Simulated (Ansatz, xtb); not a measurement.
**CH4F2N2: which of two isomers lies lower**

Structure a: `NC(N)(F)F`, a singlet. Structure b: `NNC(F)F`, a singlet. Both are isolated molecules in the gas phase, relaxed with PBE0-D3(BJ)/def2-SVP; the shapes shown needn't be the lowest conformers.

a (Å):

```yaml
atoms:
  - { symbol: C, position_ang: [-1.0608, 1.0030, 0.0481] }
  - { symbol: F, position_ang: [0.0135, 0.1934, 0.3158] }
  - { symbol: F, position_ang: [-0.6408, 2.2390, 0.4692] }
  - { symbol: N, position_ang: [-2.1512, 0.4952, 0.7675] }
  - { symbol: N, position_ang: [-1.3671, 1.1123, -1.3153] }
  - { symbol: H, position_ang: [-2.9628, 1.0960, 0.6638] }
  - { symbol: H, position_ang: [-1.9191, 0.3737, 1.7490] }
  - { symbol: H, position_ang: [-0.5947, 1.5205, -1.8336] }
  - { symbol: H, position_ang: [-1.6187, 0.2081, -1.7019] }
```

b (Å):

```xyz
9

C     0.7127    0.8929   -1.4342
F     1.2868    1.4690   -2.5040
F     1.7298    0.6419   -0.5518
N    -1.0062    1.1801    0.1011
N    -0.2529    1.7633   -0.9108
H    -0.5795    1.2792    1.0223
H    -1.9380    1.5831    0.1162
H     0.1589    2.6748   -0.6987
H     0.2551   -0.0737   -1.6967
```

Quicker runs give these differences E(b) − E(a): GFN2-xTB +81.0 kJ/mol; HF/STO-3G +73.4 kJ/mol (at GFN2-xTB geometries); r2SCAN-D4/def2-SVP +118.8 kJ/mol (at GFN2-xTB geometries).

Problem. Estimate E(b) − E(a) at the level CCSD(T)/def2-SVP + ΔMP2/def2-TZVPP.

Solution. Calculated at CCSD(T)/def2-SVP + ΔMP2/def2-TZVPP: E(b) − E(a) = +150.5 kJ/mol, so structure a lies lower.

Level by level:

| level | geometry | E(b) − E(a) (kJ/mol) | departure from the last row (kJ/mol) | job, with rough time for the two |
| --- | --- | --- | --- | --- |
| GFN2-xTB | GFN2-xTB | +81.0 | −69.5 | optimisation, 0.098 s |
| HF/STO-3G | GFN2-xTB | +73.4 | −77.2 | single point, 0.63 s |
| r2SCAN-D4/def2-SVP | GFN2-xTB | +118.8 | −31.8 | single point, 5.4 s |
| PBE0-D3(BJ)/def2-SVP | PBE0-D3(BJ)/def2-SVP | +150.7 | +0.2 | optimisation, 2.2 min |
| HF/def2-SVP | PBE0-D3(BJ)/def2-SVP | +152.9 | +2.4 | part of the CCSD(T) run |
| MP2/def2-SVP | PBE0-D3(BJ)/def2-SVP | +160.7 | +10.2 | part of the CCSD(T) run |
| CCSD(T)/def2-SVP | PBE0-D3(BJ)/def2-SVP | +153.6 | +3.1 | single point |
| CCSD(T)/def2-SVP + ΔMP2/def2-TZVPP | PBE0-D3(BJ)/def2-SVP | +150.5 |  | single point, 38 s |

As drawn, b has 1 N–N, 1 C–H in place of 1 C–N, 1 N–H.

None of the levels shown reverses the order. The largest departure from CCSD(T)/def2-SVP + ΔMP2/def2-TZVPP is that of HF/STO-3G, 77.2 kJ/mol. The last row adds to CCSD(T) the change of the MP2 difference between the two basis sets, here −3.1 kJ/mol.

With harmonic frequencies from PBE0-D3(BJ)/def2-SVP (ideal gas, rigid rotor, one conformer each, 298.15 K, 1 atm): on the last row, ΔE + ΔZPE = +152.4, ΔH = +152.6, ΔG = +150.6 kJ/mol.

The correlated steps freeze 5 core orbitals. Codes used: Ansatz 0.2.0, xtb 6.7.1; the last row on 1 thread of Arm Neoverse V1 on a shared host.
